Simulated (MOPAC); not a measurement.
MOPAC input (PM7):

```
PM7 1SCF UHF MS=0.5 GEO-OK AUX(PRECISION=9) THREADS=1
C4H3S

S    -0.00038430 1    0.06460608 1    1.20995392 1
C    -0.01176275 1    1.24412037 1   -0.01506326 1
C     0.01116422 1   -1.18106965 1    0.00141441 1
C    -0.00756658 1    0.77512242 1   -1.28174505 1
C     0.00599658 1   -0.65931411 1   -1.25883384 1
H     0.02101523 1   -2.21737551 1    0.29765714 1
H    -0.01341843 1    1.37646877 1   -2.17796095 1
H     0.01156330 1   -1.26594470 1   -2.15359243 1
```

Problem. What heat of formation does the run end on, and which ionisation energy by Koopmans theorem?

Solution. 88.82 kcal/mol; 9.26 eV.
